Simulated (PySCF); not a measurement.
# Continuum solvent and chemical shifts

Cartesian coordinates in Å; atom numbers follow the order of the lines, from 1:
```xyz
10

C    -1.2764    0.0316   -0.2622
C     0.0630    0.5814    0.0858
S     0.4130    2.1648    0.1831
C     1.1435   -0.4341    0.3567
F     0.6918   -1.7219    0.2487
H    -1.1982   -0.6031   -1.1611
H    -1.6280   -0.6381    0.5404
H    -2.0003    0.8371   -0.4301
H     1.9712   -0.2794   -0.3567
H     1.5435   -0.2747    1.3725
```

GIAO PBE0/pcSseg-1 in PySCF on one PBE0-D3(BJ)/def2-SVP conformer, non-relativistic, equivalent nuclei averaged. Solvents enter as an IEF-PCM continuum (chloroform with ε = 4.7, dichloromethane with ε = 8.9) around the gas-phase geometry. Shifts are referred to TMS, CS2, CFCl3 computed in the same medium.

Gas phase, δ in ppm: C2 274.7, C4 95.6, C1 41.6, S3 874.5, F5 -219.8, H9/H10 5.32, H6/H7/H8 3.11. Dipole moment 1.11 D.

Problem. How does each δ change in the continuum?

Solution. 
```csv
atoms,environment,"Δδ, chloroform","Δδ, dichloromethane"
C2,thiocarbonyl carbon,+6.7,+8.0
C4,sp3 CH2 bonded to F,+2.0,+2.4
C1,methyl carbon,+1.6,+2.0
S3,thione sulfur,-95.0,-113.8
F5,fluorine on an sp3 carbon,-0.4,-0.4
H9/H10,hydrogen on an sp3 CH2 bonded to F,+0.17,+0.21
H6/H7/H8,hydrogen on a methyl carbon,+0.11,+0.14
```

Changes are relative to the gas phase. The dipole moment becomes 1.62 D in chloroform, 1.73 D in dichloromethane.

Problem. Which nuclei move most (in ppm), and what does the model miss?

Solution. S3 (thione sulfur, -113.8 ppm) in dichloromethane. A continuum only polarises the solute; specific hydrogen bonds, the anisotropy of aromatic solvents and changes of geometry or conformer are outside it.
